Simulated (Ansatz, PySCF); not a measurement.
This Ansatz (a first-principles code) input computes a CCSD(T)/cc-pVDZ energy:

Ansatz 0.2 input:
```yaml
crystal:
  periodic: [false, false, false]
  atoms:
    - {symbol: C, position_ang: [-1.07418128, -0.21162505, -0.02193321]}
    - {symbol: O, position_ang: [-0.80426615, -1.25850516, -0.41995211]}
    - {symbol: O, position_ang: [0.06884204, 0.79292447, 0.19070633]}
    - {symbol: H, position_ang: [-1.99935379, 0.30549760, 0.23784596]}
    - {symbol: C, position_ang: [1.50958716, 0.37523867, 0.11783599]}
    - {symbol: H, position_ang: [2.04525726, 1.24843873, -0.23885472]}
    - {symbol: H, position_ang: [1.81242425, 0.05625082, 1.10994200]}
    - {symbol: H, position_ang: [1.53355499, -0.43558812, -0.60121075]}
    - {symbol: H, position_ang: [-0.12092511, 1.56836467, 0.75082691]}
basis:
  gaussian:
    orbitals: cc-pVDZ
total_charge: 1
magnetization: {spin_polarized: false}
correlation: {method: ccsd_t, electrons: outside_noble_gas}
```

Task: Write an input for the same energy in PySCF and say what it gives.

Result: 
```python
from pyscf import gto, scf, mp, cc as ccmod

mol = gto.M(
    atom='''
    C    -1.07418128   -0.21162505   -0.02193321
    O    -0.80426615   -1.25850516   -0.41995211
    O     0.06884204    0.79292447    0.19070633
    H    -1.99935379    0.30549760    0.23784596
    C     1.50958716    0.37523867    0.11783599
    H     2.04525726    1.24843873   -0.23885472
    H     1.81242425    0.05625082    1.10994200
    H     1.53355499   -0.43558812   -0.60121075
    H    -0.12092511    1.56836467    0.75082691
    ''',
    basis='cc-pvdz',
    charge=1,
    spin=0,
    verbose=4,
)

mf = scf.RHF(mol)
mf.conv_tol = 1e-10
mf.max_cycle = 100
mf.kernel()
mp2 = mp.MP2(mf, frozen=4).run()
cc = ccmod.CCSD(mf, frozen=4)
cc.max_cycle = 100
cc.kernel()
et = cc.ccsd_t()
print(f'E(CCSD(T)) = {cc.e_tot + et:.9f}')
```
It gives -228.77536 Eh, and Ansatz -228.77535 Eh, a difference of 0.01 mEh.

It need not be the lowest isomer of its formula.
